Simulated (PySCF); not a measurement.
CN: from constants to spectrum

ROHF-CCSD(T) constants of CN, ²Σ⁺ (doublet), unpaired electrons σ ↑ (basis C def2-TZVPPD, N def2-TZVPPD; no relativity; PySCF 2.14; masses 12.0000 and 14.0031 u):

```
ωe              : 2055.5 cm⁻¹
ωexe            : 13.1 cm⁻¹
Be              : 1.8792 cm⁻¹
αe              : 0.0172 cm⁻¹
D (centrifugal) : 6.28e-06 cm⁻¹
De to C + N     : 7.45 eV
```

(1) Give the vibrational terms G(v) and spacings up to v = 6.

(2) How well does the Morse estimate ωe²/(4ωexe) reproduce De, and what is D0?

Correlated steps freeze 2 core orbitals. The CCSD T1 diagnostic is raised, a sign that a single reference may not be enough here. The state was picked by a PBE0 search and need not be the measured ground state.

Results:

(1) G(v) = ωe(v+½) − ωexe(v+½)².

```tsv
v	G(v) (cm⁻¹)	G(v) − G(v−1)	Bv (cm⁻¹)
0	1024		1.871
1	3054	2029	1.853
2	5057	2003	1.836
3	7034	1977	1.819
4	8984	1951	1.802
5	10909	1924	1.785
6	12807	1898	1.767
```

(2) It gives 10.00 eV, 134 % of the computed De. D0 = De − G(0) = 7.45 − 0.13 = 7.32 eV.
